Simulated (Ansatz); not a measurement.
**SiNHF (quartet): the correlation ladder, def2-QZVPP**

The task here is to estimate one member of a computed series from the others.

The runs use Ansatz 0.2.0, Gaussian basis; def2-QZVPP, core rule «outside noble gas», up to 7 orbitals frozen.

Plan: UHF; ROHF; CCSD(T) on UHF.

### What is computed

The geometry is a PBE0/def2-TZVP stationary point (not a proven minimum).

4 atoms, charge 0, spin multiplicity 4.

Atoms are counted from 1 here; the program's logs count them from 0.

Bond lengths: F1–Si3 1.600 Å, N2–Si3 1.831 Å, Si3–H4 1.500 Å. Angles: F1–Si3–N2 105.3°, F1–Si3–H4 106.8°, N2–Si3–H4 106.4°.

Set-up of the first run:

Contents of in.yaml:

```yaml
crystal:
  periodic: [false, false, false]
  atoms:
    - {symbol: F, position_ang: [0.072839, -0.480480, 1.191357]}
    - {symbol: N, position_ang: [0.078200, -0.504380, -1.538768]}
    - {symbol: Si, position_ang: [-0.125489, 0.523752, -0.037976]}
    - {symbol: H, position_ang: [1.037026, 1.471534, -0.014144]}
basis:
  gaussian: {orbitals: "def2-QZVPP.json"}
magnetization: {spin_polarized: true, initial_magnetization: 3}
hamiltonian: {xc: hf}
output: {orbitals: {seedname: orbitals}}
```

Launch:

```sh
$ ansatz run in.yaml --threads 1 --pin off --events-out ev --progress --plain --max-ram 2393MiB
```

Among the steps run: UHF; ROHF; CCSD(T) on UHF.

One of the session's tables, all rows but one given; the rest of the session is left out.

```
  method  from UCCSD(T) (kcal/mol)
    ROHF                         ?
     UHF                   +345.67
    UMP2                    +26.38
   UCCSD                    +11.44
UCCSD(T)                         0
```

**Question.** Estimate the row for ROHF.

As computed: from UCCSD(T) (kcal/mol): +350.89. In the column «from UCCSD(T) (kcal/mol)» it is the highest.
